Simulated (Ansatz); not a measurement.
in.yaml

```yaml
crystal:
  periodic: [false, false, false]
  atoms:
    - {symbol: Si, position_ang: [0.000000, -0.101589, 0.514766]}
    - {symbol: O, position_ang: [0.000000, 0.107669, -0.993765]}
    - {symbol: H, position_ang: [0.000000, 1.121646, 1.430812]}
basis:
  gaussian: {orbitals: cc-pVDZ}
total_charge: 1
magnetization: {spin_polarized: false}
correlation: {method: ccsd_t, electrons: outside_noble_gas}
accuracy: high
scf: {lower_state_search: full}
output: {forces: true}
```

```sh
$ ansatz run in.yaml --threads 1 --pin off --events-out ev --progress --plain --max-ram 2393MiB
```

The program prints:

```
726 factors; integrals over basis functions are off by at most 3.5e-9 eV
mean field evaluation 1: about -9889.2707 eV, gradient 8.0e1 eV
mean field evaluation 2: about -9889.2788 eV, gradient 8.0e1 eV
mean field evaluation 4: about -9903.3305 eV, gradient 1.1e1 eV
mean field evaluation 8: about -9903.8035 eV, gradient 2.4e-1 eV
mean field evaluation 16: about -9903.8053 eV, gradient 1.5e-8 eV
mean field evaluation 32: about -9895.0700 eV, gradient 2.1e0 eV
mean field evaluation 64: about -9888.3309 eV, gradient 4.0e1 eV
mean field -9903.80528906 eV, -363.9581313327 hartree, gradient 2.5e-8 eV, S^2 0.000000; 0 other end points of the search recorded, 0 dependent functions left out; unrestricted orbitals would lower it
unrestricted determinant -9904.84843107 eV, -363.9964660945 hartree, S^2 0.8243
6 core orbitals not correlated: weight in the atoms' cores, before any rotation towards them, 1.000 or more for the frozen orbitals, at most 0.000 for the correlated occupied ones
reference -9903.80528906 eV, -363.9581313327 hartree; 5, 5 occupied and 26, 26 virtual orbitals, 726 factors
second order -8.05742420 eV of doubles, -0.00000000 eV of singles
cycle   1  -7.43878560 eV  change    6.2e-1 eV  update   1.7e-1
cycle   2  -7.94444010 eV  change   -5.1e-1 eV  update   8.7e-2
cycle   3  -8.13909226 eV  change   -1.9e-1 eV  update   3.9e-2
...
cycle  18  -8.13027024 eV  change   -4.3e-7 eV  update   2.3e-7
cycle  19  -8.13027040 eV  change   -1.6e-7 eV  update   9.8e-8
cycle  20  -8.13027040 eV  change    6.3e-9 eV  update   5.3e-8
cycle  21  -8.13026980 eV  change    6.0e-7 eV  update   1.6e-7
cycle  22  -8.13026982 eV  change   -1.6e-8 eV  update   8.1e-8
cycle  23  -8.13026979 eV  change    2.8e-8 eV  update   2.4e-8
cycle  24  -8.13026978 eV  change    8.9e-9 eV  update   1.0e-8
cycle  25  -8.13026978 eV  change    2.6e-9 eV  update   4.3e-9
cycle  26  -8.13026978 eV  change    1.3e-9 eV  update   1.2e-9
cycle  27  -8.13026977 eV  change    1.1e-9 eV  update  5.1e-10
perturbative correction -0.42779039 eV, -0.0157210069 hartree
the calculation of the forces begins
Total energy: -9912.36334923 eV, -364.2726342429 hartree
Atom 0 at     0.000000    -0.101589     0.514766 Å, force    -0.000000     1.220094     1.691946 eV/Å
Atom 1 at     0.000000     0.107669    -0.993765 Å, force    -0.000000    -0.467208    -2.056030 eV/Å
Atom 2 at     0.000000     1.121646     1.430812 Å, force     0.000000    -0.752886     0.364084 eV/Å
Dipole moment:     0.000000    -0.079198     1.038162 e Å
```

Forces (eV/Å):
```
Si   0.000  1.220  1.692
O    0.000 -0.467 -2.056
H    0.000 -0.753  0.364
```

Ran on 1 thread of Intel Xeon 6975P-C, shared host: 1.4 s wall, 0.15 GiB peak host memory.
